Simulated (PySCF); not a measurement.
PySCF input (HF/def2-TZVPD):

```python
from pyscf import gto, scf, dft

mol = gto.M(
    atom='''
    N    -0.00536348    0.01082114    1.24195927
    C     0.00924693    1.06740937    0.41510040
    C    -0.01291185   -1.06001520    0.43354086
    C     0.01130691    0.67035162   -0.98668825
    C    -0.00283558   -0.68744301   -0.97491892
    H     0.01804177    2.07833538    0.79979338
    H    -0.02510476   -2.06408540    0.83569978
    H     0.02192854    1.33244179   -1.83739377
    H    -0.00615967   -1.36425639   -1.81401885
    ''',
    basis='def2-tzvpd',
    charge=0,
    spin=1,
    verbose=4,
)

mf = scf.UHF(mol).density_fit(auxbasis='def2-universal-jkfit')
mf.conv_tol = 1e-9
mf.max_cycle = 100
mf.max_memory = 1500
mf.kernel()
if not mf.converged:
    mf = mf.newton()
    mf.kernel(mf.make_rdm1())
for _ in range(2):
    mo, _, stable, _ = mf.stability(return_status=True)
    if stable:
        break
    mf.kernel(mf.make_rdm1(mo, mf.mo_occ))
mf.analyze()
```

Output:

```
PySCF version 2.14.0

[INPUT] verbose = 4
[INPUT] num. atoms = 9
[INPUT] num. electrons = 35
[INPUT] charge = 0
[INPUT] spin (= nelec alpha-beta = 2S) = 1
[INPUT] symmetry False subgroup None
[INPUT] Mole.unit = angstrom
[INPUT] Symbol           X                Y                Z      unit          X                Y                Z       unit  Magmom
[INPUT]  1 N     -0.005363480000   0.010821140000   1.241959270000 AA   -0.010135508275   0.020448990956   2.346962878165 Bohr   0.0
[INPUT]  2 C      0.009246930000   1.067409370000   0.415100400000 AA    0.017474165193   2.017111372095   0.784426070197 Bohr   0.0
[INPUT]  3 C     -0.012911850000  -1.060015200000   0.433540860000 AA   -0.024399860261  -2.003138415876   0.819273489208 Bohr   0.0
[INPUT]  4 C      0.011306910000   0.670351620000  -0.986688250000 AA    0.021366963215   1.266780968959  -1.864570562826 Bohr   0.0
[INPUT]  5 C     -0.002835580000  -0.687443010000  -0.974918920000 AA   -0.005358469604  -1.299079015147  -1.842329752457 Bohr   0.0
[INPUT]  6 H      0.018041770000   2.078335380000   0.799793380000 AA    0.034094004102   3.927484663194   1.511390444440 Bohr   0.0
[INPUT]  7 H     -0.025104760000  -2.064085400000   0.835699780000 AA   -0.047441120823  -3.900556103713   1.579243706559 Bohr   0.0
[INPUT]  8 H      0.021928540000   1.332441790000  -1.837393770000 AA    0.041438934912   2.517950060025  -3.472171008282 Bohr   0.0
[INPUT]  9 H     -0.006159670000  -1.364256390000  -1.814018850000 AA   -0.011640089318  -2.578070940788  -3.427998811298 Bohr   0.0

nuclear repulsion = 151.187326083141
number of shells = 85
number of NR pGTOs = 304
number of NR cGTOs = 221
basis = def2-tzvpd
ecp = {}

******** <class 'pyscf.df.df_jk.DFUHF'> ********
method = DFUHF
initial guess = minao
damping factor = 0
level_shift factor = 0
DIIS = <class 'pyscf.scf.diis.CDIIS'>
diis_start_cycle = 1
diis_space = 8
diis_damp = 0
SCF conv_tol = 1e-09
SCF conv_tol_grad = None
SCF max_cycles = 100
direct_scf = False
number electrons alpha = 18  beta = 17
Set gradient conv threshold to 3.16228e-05
******** <class 'pyscf.df.df.DF'> ********
auxbasis = def2-universal-jkfit
init E= -209.542013449671
  alpha nocc = 18  HOMO = -0.155553585387224  LUMO = 0.0653860496946918
  beta  nocc = 17  HOMO = -0.252816723481089  LUMO = -0.155553585387239

WARN: HOMO -0.155553585387224 >= LUMO -0.155553585387239

cycle= 1 E= -208.183168036525  delta_E= 1.36  |g|= 0.346  |ddm|= 2.36
  alpha nocc = 18  HOMO = -0.374898990077051  LUMO = 0.0657186410398625
  beta  nocc = 17  HOMO = -0.359903048446874  LUMO = -0.0388749177314978
  HOMO = -0.359903048447  LUMO = -0.0388749177315  gap/eV = 8.73562
cycle= 2 E= -208.253863943344  delta_E= -0.0707  |g|= 0.161  |ddm|= 0.805
  alpha nocc = 18  HOMO = -0.33683496063585  LUMO = 0.0708108740885192
  beta  nocc = 17  HOMO = -0.34840690500932  LUMO = 0.0108609924246679
  HOMO = -0.336834960636  LUMO = 0.0108609924247  gap/eV = 9.46129
cycle= 3 E= -208.266423911108  delta_E= -0.0126  |g|= 0.0588  |ddm|=  0.2
  alpha nocc = 18  HOMO = -0.343465355169549  LUMO = 0.0707305528525304
[...]
  beta  nocc = 17  HOMO = -0.366279406444832  LUMO = 0.0262635121592893
  HOMO = -0.342503104379  LUMO = 0.0262635121593  gap/eV = 10.03465
Extra cycle  E= -208.273635689359  delta_E= -5.89e-11  |g|= 5.04e-06  |ddm|= 2.07e-05
converged SCF energy = -208.273635689359  <S^2> = 0.88526372  2S+1 = 2.1309751
uhf_internal: lowest eigs of H = [0.0193914  0.25261876 0.34050083]
<class 'pyscf.df.df_jk.DFUHF'> wavefunction is stable in the internal stability analysis
**** SCF Summaries ****
Total Energy =                        -208.273635689359395
Nuclear Repulsion Energy =             151.187326083141187
One-electron Energy =                 -580.196914461640745
Two-electron Energy =                  220.735952689140163
Two-electron Coulomb Energy =          249.540884893240133
DFT Exchange-Correlation Energy =      -28.804932204099970
HOMO-LUMO gap [eV] =                    10.034650753918632
**** MO energy ****
                             alpha | beta                alpha | beta
MO #1   energy= -15.5446308230144  | -15.5594073614401  occ= 1 | 1
MO #2   energy= -11.2859242967879  | -11.2705078619099  occ= 1 | 1
MO #3   energy= -11.2858879653262  | -11.270500128754   occ= 1 | 1
MO #4   energy= -11.2462186529119  | -11.2454754088933  occ= 1 | 1
MO #5   energy= -11.2447205294831  | -11.2439500421766  occ= 1 | 1
MO #6   energy= -1.27716698247319  | -1.27525624398046  occ= 1 | 1
MO #7   energy= -1.04551971938271  | -1.04943305372869  occ= 1 | 1
MO #8   energy= -0.99331058655055  | -0.937564496198874 occ= 1 | 1
MO #9   energy= -0.781034913771757 | -0.77098008842734  occ= 1 | 1
MO #10  energy= -0.776014132983685 | -0.75305363202784  occ= 1 | 1
MO #11  energy= -0.712786018153146 | -0.711852505238021 occ= 1 | 1
MO #12  energy= -0.581551446476583 | -0.579687137882301 occ= 1 | 1
MO #13  energy= -0.576161894750473 | -0.57050474693679  occ= 1 | 1
MO #14  energy= -0.572471063800335 | -0.54237092030997  occ= 1 | 1
MO #15  energy= -0.552790407794763 | -0.521489346241892 occ= 1 | 1
MO #16  energy= -0.429541045134556 | -0.443530973306743 occ= 1 | 1
MO #17  energy= -0.364943928782612 | -0.366279406444832 occ= 1 | 1
MO #18  energy= -0.342503104379218 | 0.0262635121592893 occ= 1 | 0
MO #19  energy= 0.0700556853306931 | 0.0709461268104116 occ= 0 | 0
MO #20  energy= 0.0852617172513868 | 0.0863798600225736 occ= 0 | 0
MO #21  energy= 0.0927369312576826 | 0.0935596074647566 occ= 0 | 0
MO #22  energy= 0.113618348339399  | 0.114585270547116  occ= 0 | 0
MO #23  energy= 0.15014185890473   | 0.152920049332691  occ= 0 | 0
MO #24  energy= 0.158373355332491  | 0.16353589408351   occ= 0 | 0
MO #25  energy= 0.162499335739248  | 0.187471342622098  occ= 0 | 0
MO #26  energy= 0.172472455325273  | 0.206096571105522  occ= 0 | 0
MO #27  energy= 0.205240616032112  | 0.206118462994261  occ= 0 | 0
MO #28  energy= 0.205871525121887  | 0.208290488488722  occ= 0 | 0
MO #29  energy= 0.207876429160777  | 0.212449955628254  occ= 0 | 0
MO #30  energy= 0.215479020601445  | 0.218249743739761  occ= 0 | 0
MO #31  energy= 0.232031580485122  | 0.251143750614017  occ= 0 | 0
MO #32  energy= 0.247049690038181  | 0.252859587573522  occ= 0 | 0
MO #33  energy= 0.250783173074381  | 0.27733376592048   occ= 0 | 0
MO #34  energy= 0.28320757639172   | 0.283649712962814  occ= 0 | 0
MO #35  energy= 0.290917820453284  | 0.29101463153225   occ= 0 | 0
MO #36  energy= 0.298002422174324  | 0.300771383476188  occ= 0 | 0
MO #37  energy= 0.304572874037164  | 0.308321089102777  occ= 0 | 0
MO #38  energy= 0.325232885466164  | 0.329201261480721  occ= 0 | 0
MO #39  energy= 0.327002409591788  | 0.329629655805853  occ= 0 | 0
MO #40  energy= 0.329940541099046  | 0.332011547584111  occ= 0 | 0
MO #41  energy= 0.336222022324203  | 0.355051077135154  occ= 0 | 0
MO #42  energy= 0.35162331346627   | 0.359276118768066  occ= 0 | 0
MO #43  energy= 0.354230063633114  | 0.360213552269409  occ= 0 | 0
MO #44  energy= 0.376478092592464  | 0.379238657580289  occ= 0 | 0
MO #45  energy= 0.393354259893513  | 0.395538291102062  occ= 0 | 0
MO #46  energy= 0.394677950446361  | 0.403899115553916  occ= 0 | 0
MO #47  energy= 0.400788174366404  | 0.407315483731959  occ= 0 | 0
MO #48  energy= 0.402874831457183  | 0.413748423553136  occ= 0 | 0
MO #49  energy= 0.413999073349683  | 0.422033001572273  occ= 0 | 0
MO #50  energy= 0.429351212958465  | 0.433905120068039  occ= 0 | 0
MO #51  energy= 0.438207133435948  | 0.440495242301545  occ= 0 | 0
MO #52  energy= 0.441722430649099  | 0.450466757458597  occ= 0 | 0
MO #53  energy= 0.447768064685998  | 0.451112288072303  occ= 0 | 0
MO #54  energy= 0.462700406740884  | 0.465232679492522  occ= 0 | 0
MO #55  energy= 0.483575309713688  | 0.490843979535429  occ= 0 | 0
MO #56  energy= 0.492058832136718  | 0.499164959121354  occ= 0 | 0
MO #57  energy= 0.498918054646552  | 0.501177227035854  occ= 0 | 0
MO #58  energy= 0.506850533063214  | 0.51186141487924   occ= 0 | 0
MO #59  energy= 0.518857032308795  | 0.522877894905161  occ= 0 | 0
MO #60  energy= 0.537487335576631  | 0.540681720100325  occ= 0 | 0
MO #61  energy= 0.538039415434498  | 0.544556866480233  occ= 0 | 0
MO #62  energy= 0.551613321801953  | 0.553003896832367  occ= 0 | 0
MO #63  energy= 0.564600201492371  | 0.57020170529508   occ= 0 | 0
MO #64  energy= 0.568468236492617  | 0.580016957065053  occ= 0 | 0
MO #65  energy= 0.582583520066866  | 0.596004283037133  occ= 0 | 0
MO #66  energy= 0.596099034513938  | 0.604769412483141  occ= 0 | 0
MO #67  energy= 0.620951189310755  | 0.624211368860478  occ= 0 | 0
MO #68  energy= 0.638312018498511  | 0.639225825217951  occ= 0 | 0
MO #69  energy= 0.650062896435962  | 0.651866929496855  occ= 0 | 0
MO #70  energy= 0.664391108514345  | 0.670081061083501  occ= 0 | 0
MO #71  energy= 0.675040080126236  | 0.681929945798016  occ= 0 | 0
MO #72  energy= 0.678560663117151  | 0.682883938552429  occ= 0 | 0
MO #73  energy= 0.684148262764642  | 0.689555454086839  occ= 0 | 0
MO #74  energy= 0.726125812473708  | 0.729549379851022  occ= 0 | 0
MO #75  energy= 0.726745372450494  | 0.736792734413286  occ= 0 | 0
MO #76  energy= 0.770787208623914  | 0.775132484750613  occ= 0 | 0
MO #77  energy= 0.783364918744347  | 0.790161890693291  occ= 0 | 0
MO #78  energy= 0.784819598333029  | 0.807768633300641  occ= 0 | 0
MO #79  energy= 0.818340859089409  | 0.824971422010111  occ= 0 | 0
MO #80  energy= 0.819346113189906  | 0.82512992463728   occ= 0 | 0
MO #81  energy= 0.825276690697938  | 0.827673268935672  occ= 0 | 0
MO #82  energy= 0.832266412750438  | 0.840662390719778  occ= 0 | 0
MO #83  energy= 0.841880195898784  | 0.847888768854295  occ= 0 | 0
MO #84  energy= 0.860296125781727  | 0.863794067937645  occ= 0 | 0
MO #85  energy= 0.881649886911591  | 0.886578944528856  occ= 0 | 0
MO #86  energy= 0.897403571235175  | 0.891748835083779  occ= 0 | 0
MO #87  energy= 0.90472682715944   | 0.901495135581794  occ= 0 | 0
MO #88  energy= 0.917104557671587  | 0.927177231771348  occ= 0 | 0
MO #89  energy= 0.924130969852438  | 0.928337580963249  occ= 0 | 0
MO #90  energy= 0.92690242586519   | 0.931294297355844  occ= 0 | 0
MO #91  energy= 0.934225627034999  | 0.935310738706604  occ= 0 | 0
MO #92  energy= 0.972268611245092  | 0.976772791470213  occ= 0 | 0
MO #93  energy= 1.01104999661385   | 1.00929613808325   occ= 0 | 0
MO #94  energy= 1.03656881259782   | 1.05692306858912   occ= 0 | 0
MO #95  energy= 1.09960965325231   | 1.1017111164055    occ= 0 | 0
MO #96  energy= 1.10439161433958   | 1.13718544202766   occ= 0 | 0
MO #97  energy= 1.14100327438078   | 1.13758215805985   occ= 0 | 0
MO #98  energy= 1.14634793172646   | 1.17392985167159   occ= 0 | 0
MO #99  energy= 1.18539397238172   | 1.19549856940477   occ= 0 | 0
MO #100 energy= 1.20167479781279   | 1.20328805843595   occ= 0 | 0
MO #101 energy= 1.22048589274817   | 1.22681968648036   occ= 0 | 0
MO #102 energy= 1.32398022598705   | 1.33135300902046   occ= 0 | 0
MO #103 energy= 1.34700988617558   | 1.36589834251193   occ= 0 | 0
MO #104 energy= 1.37075197748929   | 1.37627026492151   occ= 0 | 0
[...]
```

It need not be the lowest isomer of its formula.

The determinant is spin-contaminated: <S^2> is 0.89 against 0.75 for a pure state.
